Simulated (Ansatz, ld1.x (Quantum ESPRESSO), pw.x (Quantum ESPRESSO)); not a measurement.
rubidium (Rb) (bcc): variants of one TM potential in the solid

Rb (Z = 37), norm-conserving Troullier–Martins (Kleinman–Bylander form), made with ld1.x (Quantum ESPRESSO) 7.5 (PBE, scalar-relativistic). Core [Kr], reference 5s1 5p0. Waves: 5p (bound, empty): rc 4.20 bohr; 4d channel at 0.4 Ry: rc 3.60 bohr; 4f channel at 0.45 Ry: rc 4.05 bohr; 5s (bound): rc 3.60 bohr. Local part: the s channel. Core correction: Bessel-smoothed model core inside 3.60 bohr.

Crystal test: bcc Rb in pw.x 7.5, no spin, 8³ k-points, Fermi–Dirac smearing 0.01 Ry, cutoffs set for each file from its atomic test. The reference is all-electron LAPW (Ansatz 0.2.0) with the same functional, mesh and smearing; V0 and B0 come from Birch–Murnaghan fits to the pressures at five volumes. Errors are pseudo minus all-electron; Δ is the rms difference of the E(V) curves that follow from these fits, minima aligned, over ±6 % about the mean V0. Mesh and smearing are coarse, so the numbers serve the comparison and aren't converged zero-temperature values; the lattice is a test structure that the element need not adopt.

All-electron: a0 = 5.681 Å (V0 = 91.67 Å³/atom), B0 = 2.7 GPa.

3 further variants are left out: they gave no file fit for a test, a broken result, the same result as the base, or pressures whose basis-set error rivals the error shown.

A dash in a converged row means that the minimum lies outside the volumes sampled.

```csv
change,cutoffs (Ry),pw.x,a0 (Å),a0 error (%),B0 error (%),Δ (meV/atom),mean pressure error (GPa)
base,50/200,converged,5.680,-0.01,+0.3,0.0,-0.00
local potential the d channel,50/200,converged; bound ghost,–,–,–,–,-0.05
```

Task: Give the row for: all radii but the core radius scaled by about 0.94 (s 3.38, p 3.94, d 3.38, f 3.80 bohr).

Result: pw.x: converged; mean pressure error (GPa): -0.00; a0 (Å): 5.680; a0 error (%): -0.02; B0 error (%): +0.7; Δ (meV/atom): 0.0.
